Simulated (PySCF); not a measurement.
# H4O2Si: the cost of one run

Programs: PySCF 2.14.0. All values are calculated, for the isolated system unless a continuum is named. Atoms count from 0, parts from 1.

### 1 Starting point

Each species was relaxed by itself at PBE0-D3(BJ)/def2-SVPD.

### 2 Energies of the species: wB97M-D3(BJ)/def2-TZVPD

The job: settings as JSON, then the geometry in Å.

```
{"job": {"kind": "react", "xc": "wB97M-D3(BJ)", "basis": "def2-TZVPD"}, "charge": 0, "multiplicity": 1}
-1 H4OSSi charge 0 multiplicity 1
O     -0.116240     0.157110     1.597040
Si    -0.543610    -0.009460    -0.008030
S      0.879720    -1.142980    -1.162280
H      0.760200     0.489070     1.804730
H     -0.685710     1.319200    -0.667340
H     -1.810310    -0.778810     0.012220
H      1.554070    -0.057470    -1.601950

-1 H2O charge 0 multiplicity 1
O     -0.004960     0.389220    -0.010840
H      0.765330    -0.184880     0.004450
H     -0.760340    -0.204300     0.006370

+1 H4O2Si charge 0 multiplicity 1
O      0.125190     1.382260     0.039130
Si    -0.341390    -0.218640    -0.079500
O      0.979160    -1.111660    -0.543010
H     -0.383670     1.966280     0.605020
H     -1.341130    -0.425310    -1.157230
H     -0.874110    -0.654300     1.246880
H      1.760520    -1.095860     0.014070

+1 H2S charge 0 multiplicity 1
S     -0.011160     0.615360    -0.010960
H      0.970590    -0.311100     0.005980
H     -0.979140    -0.325430     0.008090
```

Method: wB97M-D3(BJ)/def2-TZVPD reaction energy of separated species, gas phase.

Started as:

```
OMP_NUM_THREADS=1 python cluster_run.py task.json out
```

One launch serves the whole session: the jobs run in the order shown.

Q: Estimate the wall time and peak memory of this first job on 1 thread of AMD EPYC 7B13, shared host.

About 13 s, with a peak of 0.61 GiB.
